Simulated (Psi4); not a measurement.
# AlHF (SMILES [F][AlH]): a chain of runs

Wanted: a structure relaxation (UHF/pcseg-1), then the harmonic vibrations of AlHF. The job is set up through an ASE script.

Program for the calculation: Psi4 1.11.

## Step 1: The structure to begin with

AlHF has 3 atoms, charge 0, and is taken as a doublet. As SMILES, `[F][AlH]`. All atoms were displaced at random from a relaxed shape. The run starts from this shape.

Bond lengths: F1–Al2 1.690 Å, Al2–H3 1.675 Å. Angles: F1–Al2–H3 110.2°.

## Step 2: A structure relaxation at UHF/pcseg-1 (density fitting) (run 1)

Contents of alfh.xyz:

```xyz
3
AlFH
F      0.897847     0.849811     0.584274
Al    -0.518837     0.330555    -0.177296
H     -0.470007    -1.325677    -0.421944
```

Contents of run.py:

```python
import numpy as np
from ase.calculators.psi4 import Psi4
from ase.io import read
from ase.optimize import LBFGS

a = read('alfh.xyz')
calc = Psi4(atoms=a, method='scf', basis='pcseg-1', memory='1600MB', num_threads=1, charge=0, multiplicity=2, label='alfh', reference='uhf')
a.calc = calc

opt = LBFGS(a)
done = opt.run(fmax=0.02, steps=60)
print('converged:', done)
for s, p in zip(a.symbols, a.positions):
    print(f'{s:2s} {p[0]:12.6f} {p[1]:12.6f} {p[2]:12.6f}')
```

Run with:

```console
$ python run.py
```

alfh.dat:

```text
[...]
  Running in c1 symmetry.
[...]
  Nuclear repulsion =   43.173020067532363
[...]
  Multiplicity = 2
[...]
  Nalpha       = 12
  Nbeta        = 11
[...]
    Number of basis functions: 37
[...]
   @DF-UHF iter   1:  -341.86319967873737   -8.11163e-01   1.02772e-02 ADIIS/DIIS
[...]
   @DF-UHF iter  13:  -341.91955328170764   -2.84217e-13   3.35971e-09 DIIS
[...]
   @S^2 Observed:                7.557954011E-01
[...]
    Orbital Energies [Eh]
    ---------------------
    Alpha Occupied:
       1A    -58.493500     2A    -26.223058     3A     -4.927776
       4A     -3.250747     5A     -3.247404     6A     -3.245367
       7A     -1.538432     8A     -0.674598     9A     -0.622302
      10A     -0.613417    11A     -0.520237    12A     -0.324348
    Alpha Virtual:
      13A      0.024501    14A      0.098170    15A      0.133251
      16A      0.207008    17A      0.252932    18A      0.285736
      19A      0.383411    20A      0.642380    21A      0.737296
      22A      0.763097    23A      0.793157    24A      0.983574
      25A      1.128379    26A      1.425456    27A      1.437089
[...]
  @DF-UHF Final Energy:  -341.91955328170764
   => Energetics <=
    Nuclear Repulsion Energy =             43.1730200675323630
    One-Electron Energy =                -563.2641102251732264
    Two-Electron Energy =                 178.1715368759332137
    Total Energy =                       -341.9195532817076923
  UHF NO Occupations:
  HONO-2 :   10  A 1.9998998
  HONO-1 :   11  A 1.9972695
[...]
 Multipole Moments:
 ------------------------------------------------------------------------------------
     Multipole            Electronic (a.u.)      Nuclear  (a.u.)        Total (a.u.)
 ------------------------------------------------------------------------------------
 L = 1.  Multiply by 2.5417464519 to convert [e a0] to [Debye]
 Dipole X            :         -0.0004836           -0.7880927           -0.7885764
 Dipole Y            :          1.7984730           -1.8418806           -0.0434077
 Dipole Z            :          0.2907868           -0.6749575           -0.3841706
 Magnitude           :                                                    0.8782505
[...]
  -Total Gradient:
     Atom            X                  Y                   Z
    ------   -----------------  -----------------  -----------------
       1        0.000130295919     0.000081101585     0.000075439046
       2       -0.000109331529    -0.000062314911    -0.000062372609
       3       -0.000020964390    -0.000018786673    -0.000013066438
[...]
```

The script printed:

```text
Step     Time          Energy          fmax
LBFGS:    0 hh:mm:ss    -9304.040324        1.225813
LBFGS:    1 hh:mm:ss    -9304.073643        0.851128
LBFGS:    2 hh:mm:ss    -9304.101503        0.259317
LBFGS:    3 hh:mm:ss    -9304.102471        0.122490
LBFGS:    4 hh:mm:ss    -9304.103067        0.100652
LBFGS:    5 hh:mm:ss    -9304.103816        0.150312
LBFGS:    6 hh:mm:ss    -9304.104582        0.132563
LBFGS:    7 hh:mm:ss    -9304.104903        0.055867
LBFGS:    8 hh:mm:ss    -9304.104954        0.008794
converged: True
F      0.884661     0.874049     0.581890
Al    -0.479474     0.275133    -0.167438
H     -0.496184    -1.294493    -0.429418
```

Wall time 8.4 s (1 thread of AMD EPYC 7R43 (Zen 3), shared host); peak memory 0.21 GiB.

Step by step:

```
step  energy from the first frame kept (eV)  largest force (eV/Å)
   0                                 0.0000                1.2258
   1                                -0.0333                0.8511
   2                                -0.0612                0.2593
   3                                -0.0621                0.1225
   4                                -0.0627                0.1007
   5                                -0.0635                0.1503
   6                                -0.0643                0.1326
   7                                -0.0646                0.0559
   8                                -0.0646                0.0088
```

After the run. Bond lengths: F1–Al2 1.668 Å, Al2–H3 1.591 Å. Angles: F1–Al2–H3 115.9°.

## Step 3: Vibrational wavenumbers at UHF/pcseg-1 (density fitting) (run 2)

Contents of alfh.sdf:

```

     RDKit          3D

  3  2  0  0  0  0  0  0  0  0999 V2000
    0.8679    0.8954    0.5774 F   0  0  0  0  0  0  0  0  0  0  0  0
   -0.4962    0.2965   -0.1720 Al  0  0  0  0  0  2  0  0  0  0  0  0
   -0.5129   -1.2731   -0.4340 H   0  0  0  0  0  0  0  0  0  0  0  0
  2  1  1  0
  3  2  1  0
M  RAD  1   2   2
M  END
$$$$
```

Contents of run.py:

```python
import numpy as np
from ase.calculators.psi4 import Psi4
from ase.io import read
from ase.vibrations import Vibrations

a = read('alfh.sdf')
calc = Psi4(atoms=a, method='scf', basis='pcseg-1', memory='1600MB', num_threads=1, charge=0, multiplicity=2, label='calc', reference='uhf')
a.calc = calc

vib = Vibrations(a, delta=0.01)
vib.run()
vib.summary()
```

Run with:

```console
$ python run.py
```

calc.dat:

```text
[...]
  Running in c1 symmetry.
[...]
  Nuclear repulsion =   43.179793572757987
[...]
  Multiplicity = 2
[...]
  Nalpha       = 12
  Nbeta        = 11
[...]
    Number of basis functions: 37
[...]
   @DF-UHF iter   1:  -341.86319169442299   -8.10816e-01   1.02780e-02 ADIIS/DIIS
[...]
   @DF-UHF iter  13:  -341.91955242354106   -2.27374e-13   3.34512e-09 DIIS
[...]
   @S^2 Observed:                7.557598340E-01
[...]
    Orbital Energies [Eh]
    ---------------------
    Alpha Occupied:
       1A    -58.493352     2A    -26.222923     3A     -4.927669
       4A     -3.250641     5A     -3.247293     6A     -3.245265
       7A     -1.538306     8A     -0.674504     9A     -0.622224
      10A     -0.613295    11A     -0.520323    12A     -0.324457
    Alpha Virtual:
      13A      0.024519    14A      0.098087    15A      0.133351
      16A      0.206993    17A      0.252952    18A      0.286017
      19A      0.383431    20A      0.642385    21A      0.737277
      22A      0.763252    23A      0.793219    24A      0.983639
      25A      1.129470    26A      1.425555    27A      1.437084
[...]
  @DF-UHF Final Energy:  -341.91955242354106
   => Energetics <=
    Nuclear Repulsion Energy =             43.1797935727579869
    One-Electron Energy =                -563.2796178229839370
    Two-Electron Energy =                 178.1802718266849013
    Total Energy =                       -341.9195524235410630
  UHF NO Occupations:
  HONO-2 :   10  A 1.9998999
  HONO-1 :   11  A 1.9972871
[...]
 Multipole Moments:
 ------------------------------------------------------------------------------------
     Multipole            Electronic (a.u.)      Nuclear  (a.u.)        Total (a.u.)
 ------------------------------------------------------------------------------------
 L = 1.  Multiply by 2.5417464519 to convert [e a0] to [Debye]
 Dipole X            :         -0.0023872           -0.7880632           -0.7904504
 Dipole Y            :          1.7987976           -1.8418467           -0.0430490
 Dipole Z            :          0.2784410           -0.6654432           -0.3870021
 Magnitude           :                                                    0.8811559
[...]
  -Total Gradient:
     Atom            X                  Y                   Z
    ------   -----------------  -----------------  -----------------
       1        0.000143145671    -0.000028131412     0.000064499453
       2       -0.000226454949    -0.000370229747    -0.000166500026
       3        0.000083309279     0.000398361160     0.000102000573
[...]
```

On the terminal:

```text
---------------------
  #    meV     cm^-1
---------------------
  0    0.0i      0.4i
  1    0.0i      0.0i
  2    0.0i      0.0i
  3    0.5       4.4
  4    1.3      10.4
  5    1.4      11.4
  6   79.1     638.2
  7  103.7     836.5
  8  240.1    1936.8
---------------------
Zero-point energy: 0.213 eV
```

Run time: 20 s. Hardware: 1 thread of AMD EPYC 7R43 (Zen 3), shared host; peak memory 0.23 GiB.

## Step 4: Outcome

```
                                              quantity          value
           run 1, UHF/pcseg-1: total energy at the end  -341.91955 Eh
                     run 1, UHF/pcseg-1: dipole moment         2.23 D
run 1, UHF/pcseg-1: HOMO energy (highest over α and β)       -8.83 eV
 run 1, UHF/pcseg-1: LUMO energy (lowest over α and β)        0.58 eV
                              run 1, UHF/pcseg-1: ⟨S²⟩          0.756
```

**Reading.** The optimisation (run 1, UHF/pcseg-1) took 8 steps and changed the energy by -0.065 eV.
